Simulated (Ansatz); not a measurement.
## Scan of [SiH3···H···H], doublet

Starting geometry:

```tsv
atom	x (Å)	y (Å)	z (Å)
Si	-0.0770	0.0000	0.0000
H	-0.5719	1.3997	0.0000
H	-0.5719	-0.6999	1.2122
H	-0.5719	-0.6999	-1.2122
H	1.4076	0.0000	0.0000
H	2.4530	0.0000	0.0000
```

From there H5 is moved from one fragment to the other while all else, the fragments' distance too, stays fixed; atoms are numbered as listed. Energies are in kJ/mol, counted from the starting geometry at the same level.

Basis 6-31G; Ansatz 0.2.0. Correlated methods freeze the noble-gas cores. Prefix R: restricted or restricted open-shell reference; prefix U: unrestricted. Active spaces: valence = (9e, 9o) chosen from the atoms' valence shells.

Runs in a small pair space aren't shown, since their orbitals change along the scan.

Full CI is exact within this basis and frozen core; it isn't the basis-set limit. The frozen core follows each run's orbitals, which can shift R against U totals by a few meV.

| distance Si1-H5 (Å) | full CI | unpaired electrons (full CI) | error UHF | error RCCSD(T) | error UCCSD(T) | error BCCD(T) | error RCCSDTQ | error NEVPT2 (valence space) |
| --- | --- | --- | --- | --- | --- | --- | --- | --- |
| 1.381 | 22.3 | 1.03 | -6.9 | -0.1 | -0.1 | -0.1 | 0.0 | -0.2 |
| 1.485 | 0.0 | 1.03 | 0.0 | 0.0 | 0.0 | 0.0 | 0.0 | 0.0 |
| 1.528 | -6.5 | 1.03 | 3.1 | 0.0 | 0.0 | 0.0 | 0.0 | 0.2 |
| 1.570 | -12.3 | 1.03 | 5.9 | 0.1 | 0.1 | 0.1 | 0.0 | 0.5 |
| 1.613 | -18.4 | 1.03 | 8.4 | 0.1 | 0.1 | 0.1 | 0.0 | 0.9 |
| 1.656 | -24.4 | 1.03 | 10.3 | 0.0 | 0.1 | 0.1 | 0.0 | 1.3 |
| 1.699 | -30.1 | 1.03 | 11.4 | 0.0 | 0.1 | 0.1 | 0.0 | 1.9 |
| 1.742 | -34.5 | 1.03 | 11.7 | 0.0 | 0.0 | 0.0 | 0.0 | 2.5 |
| 1.785 | -36.2 | 1.03 | 11.2 | 0.0 | 0.0 | 0.0 | 0.0 | 3.1 |

Unpaired electrons are Σ n²(2−n)² over natural occupations. Errors are those of relative energies. In total energy the starting point itself misses full CI by: UHF 239.5, RCCSD(T) 1.1, UCCSD(T) 1.1, BCCD(T) 1.1, RCCSDTQ 0.0, NEVPT2 (valence space) 19.5 kJ/mol.

Spread of the error over the points with a reference, to 1.785 Å (largest less smallest): RCCSDTQ 0.0, RCCSD(T) 0.2, BCCD(T) 0.2, UCCSD(T) 0.2, NEVPT2 (valence space) 3.3, UHF 18.6 kJ/mol.
